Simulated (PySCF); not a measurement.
# Gas-phase thermal properties of Al2H6

Energies from PySCF, thermal terms from the rigid-rotor harmonic-oscillator model, ideal gas at 1 bar. 6-31G* has spherical d functions here. All species are closed-shell singlets. B3LYP is the form with VWN-RPA correlation. Al2H6: computed as isolated molecules; such fragments, hydroxides, amides, oligomers or adducts are transient or little studied in the gas. The harmonic model lacks anharmonicity and excited electronic states, which grow with temperature; levels with a mode under 35 cm⁻¹ are left out.

```csv
level,point group,σ,ZPE (kJ/mol),S°298 (J/mol/K),Cp298 (J/mol/K),S°1000 (J/mol/K),H1000 − H298 (kJ/mol)
B3LYP/6-31G*,D2h,4,114.6,275.4,82.5,418.8,88.2
HF/6-31G*,D2h,4,120.7,272.4,78.9,411.7,85.9
PBE/def2-SVP,D2h,4,111.3,277.0,84.1,422.4,89.3
PBE0/def2-TZVP,D2h,4,114.3,275.6,82.7,419.1,88.2
```
σ: rotational symmetry number. Electronic degeneracy used: 1. Frequencies are unscaled.
